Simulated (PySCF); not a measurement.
**Molecular orbitals of SO⁺**

UHF at R = 1.437 Å; PySCF, spin-free X2C with a Gaussian nucleus, basis sets S x2c-SVPall, O x2c-SVPall. State: ²Π (doublet), unpaired electrons π ↑. Only the outer orbitals are listed, counted within each symmetry.

| spin | orbital | occ. | ε (eV) | on S (%) | main shells (%) |
| --- | --- | --- | --- | --- | --- |
| α | 5σ | 1 | -49.18 | 26 | 68 O s, 18 S s |
| α | 6σ | 1 | -34.21 | 69 | 65 S s, 20 O s, 11 O p |
| α | 2π | 1 | -28.19 | 28 | 72 O p, 26 S p |
| α | 7σ | 1 | -26.77 | 42 | 51 O p, 28 S p, 12 S s |
| α | 2π | 1 | -24.94 | 38 | 61 O p, 35 S p |
| α | 3π | 1 | -20.77 | 76 | 74 S p, 24 O p |
| α | 3π | 0 | -9.53 | 68 | 65 S p, 32 O p |
| α | 8σ | 0 | -3.10 | 106 | 80 S p, 14 S d, 12 S s |
| α | 9σ | 0 | 4.69 | 101 | 103 S s |
| β | 5σ | 1 | -48.07 | 28 | 65 O s, 18 S s |
| β | 6σ | 1 | -32.04 | 61 | 58 S s, 23 O s, 17 O p |
| β | 7σ | 1 | -25.87 | 50 | 44 O p, 31 S p, 18 S s |
| β | 2π | 1 | -24.67 | 37 | 63 O p, 34 S p |
| β | 2π | 1 | -23.88 | 32 | 67 O p, 29 S p |
| β | 3π | 0 | -9.05 | 69 | 67 S p, 31 O p |
| β | 3π | 0 | -7.79 | 73 | 72 S p, 27 O p |
| β | 8σ | 0 | -2.50 | 106 | 76 S p, 17 S s, 13 S d |

Q: Which are the highest filled and the lowest empty level, where do they sit, and how wide is the gap?

A: Highest filled α 3π at -20.77 eV (in %: 74 S p, 24 O p); lowest empty α 3π at -9.53 eV (in %: 65 S p, 32 O p); the gap at UHF is 11.24 eV. Both belong to one degenerate shell, split only by its one-sided filling, so this is no excitation gap.

The bond order (Mayer) is 2.27. The ⟨S²⟩ is 0.765, the charge on S (Mulliken, basis-dependent) is 1.13 and the charge on S (Löwdin, basis-dependent) is 1.11. The dipole moment (positive dipole points towards O; it is taken about the centre of mass and depends on that origin) is -2.98 D. The polarisability along the bond is 19.8 bohr³ and the polarisability across the bond is 8.8 bohr³.

Shares are Mulliken populations and can fall outside 0 to 100 %.

The state is the lowest determinant that a PBE0 search found; another state may lie lower at other levels.
